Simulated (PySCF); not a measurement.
Gas-phase reaction: (CH3)2SiCl2 + 2 (CH3)2Si + 2 C2H3Cl ⇌ 3 H3SiCCH + 4 CH3Cl

Energies from PySCF, thermal terms from the rigid-rotor harmonic-oscillator model, ideal gas at 1 bar. † marks an energy on the PBE0/def2-TZVP geometry and frequencies; other levels use their own. MP2 freezes the core. 6-31G* has spherical d functions here. All species are closed-shell singlets. (CH3)2Si: computed as isolated molecules; such fragments, hydroxides, amides, oligomers or adducts are transient or little studied in the gas. MP2 isn't extrapolated to the basis-set limit.

| level | ΔH°(298 K), kJ |
|---|---|
| BLYP/def2-TZVP† | ? |
| HF/6-31G* | 421 |
| MP2/def2-SVP† | 488 |
| PBE0/def2-QZVP† | 562 |
| PBE0/def2-SVP† | ? |
| PBE0/def2-TZVP | ? |
| ωB97X-V/def2-TZVP† | 525 |

Question: What belongs in the gaps?

Answer: 
- BLYP/def2-TZVP†, ΔH°(298 K), kJ: 433
- PBE0/def2-SVP†, ΔH°(298 K), kJ: 603
- PBE0/def2-TZVP, ΔH°(298 K), kJ: 560
